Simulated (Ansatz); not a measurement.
Geometry optimisation, Ansatz, UKS B3LYP/def2-SVP.

The input (input.yaml):

```yaml
crystal:
  periodic: [false, false, false]
  atoms:
    - { symbol: Si, position_ang: [0.431621, -0.080759, -0.45285] }
    - { symbol: H, position_ang: [0.325771, -2.321964, 1.095364] }
    - { symbol: H, position_ang: [0.039487, -1.289789, -1.236071] }
    - { symbol: H, position_ang: [1.757639, -0.293474, 0.200153] }
    - { symbol: "N", position_ang: [0.665448, 1.185416, -1.621329] }
    - { symbol: H, position_ang: [-0.070905, -1.894366, 1.482426] }
    - { symbol: C, position_ang: [-0.867231, 0.262685, 0.866335] }
    - { symbol: H, position_ang: [0.004061, 1.339711, -2.374636] }
    - { symbol: H, position_ang: [1.162577, 2.038, -1.387054] }
    - { symbol: H, position_ang: [-0.455061, 0.222842, 1.887236] }
    - { symbol: H, position_ang: [-1.711453, -0.44276, 0.814396] }
    - { symbol: H, position_ang: [-1.282052, 1.274658, 0.72603] }
magnetization:
  spin_polarized: true
basis:
  gaussian: { orbitals: def2-SVP }
hamiltonian:
  xc: b3lyp
relax:
  f_tol: 0.03
  max_steps: 50
```

Run as:

```bash
$ ansatz run input.yaml --threads 2 --pin off --max-ram 3072MiB --backend cpu --events-out ev --progress --plain --runs-dir out
```

Q: Where does it end, and by what steps?

A: It converged. The force dipped under the threshold on the way, but the program's further checks kept it going. After 29 steps the energy has fallen by 0.305 eV; H6 moved furthest, 1.74 Å.

```json
{"step": "0", "energy less start (eV)": "0.0000", "largest force component (eV/Å)": "1.712", "accepted": "yes"}
{"step": "2", "energy less start (eV)": "-0.1996", "largest force component (eV/Å)": "0.094", "accepted": "yes"}
{"step": "4", "energy less start (eV)": "-0.2239", "largest force component (eV/Å)": "0.160", "accepted": "yes"}
{"step": "6", "energy less start (eV)": "-0.2349", "largest force component (eV/Å)": "0.256", "accepted": "yes"}
{"step": "8", "energy less start (eV)": "-0.2534", "largest force component (eV/Å)": "0.398", "accepted": "yes"}
{"step": "10", "energy less start (eV)": "-0.2239", "largest force component (eV/Å)": "0.547", "accepted": "no"}
{"step": "12", "energy less start (eV)": "-0.2970", "largest force component (eV/Å)": "0.288", "accepted": "yes"}
{"step": "14", "energy less start (eV)": "-0.3022", "largest force component (eV/Å)": "0.013", "accepted": "yes"}
{"step": "16", "energy less start (eV)": "-0.3033", "largest force component (eV/Å)": "0.039", "accepted": "yes"}
{"step": "18", "energy less start (eV)": "-0.3035", "largest force component (eV/Å)": "0.037", "accepted": "yes"}
{"step": "20", "energy less start (eV)": "-0.3038", "largest force component (eV/Å)": "0.062", "accepted": "yes"}
{"step": "22", "energy less start (eV)": "-0.3041", "largest force component (eV/Å)": "0.030", "accepted": "yes"}
{"step": "24", "energy less start (eV)": "-0.3042", "largest force component (eV/Å)": "0.038", "accepted": "yes"}
{"step": "26", "energy less start (eV)": "-0.3017", "largest force component (eV/Å)": "0.397", "accepted": "no"}
{"step": "28", "energy less start (eV)": "-0.3046", "largest force component (eV/Å)": "0.041", "accepted": "yes"}
{"step": "29", "energy less start (eV)": "-0.3046", "largest force component (eV/Å)": "0.018", "accepted": "yes"}
```

```xyz
12
Properties=species:S:1:pos:R:3
Si 0.462 0.216 -0.447
H 0.359 -3.207 1.401
H 0.263 -1.184 -0.930
H 1.759 0.318 0.288
N 0.601 1.225 -1.858
H 0.320 -3.462 2.118
C -0.936 0.627 0.758
H -0.090 1.164 -2.599
H 0.947 2.176 -1.771
H -0.932 -0.077 1.607
H -1.922 0.558 0.268
H -0.831 1.647 1.164
```

Whether the end is a true minimum wasn't checked by a vibrational analysis.

Time of the run: 46 s on 2 threads of AMD EPYC 9R14 (Zen 4), with other jobs on the host, peak memory 0.24 GiB.
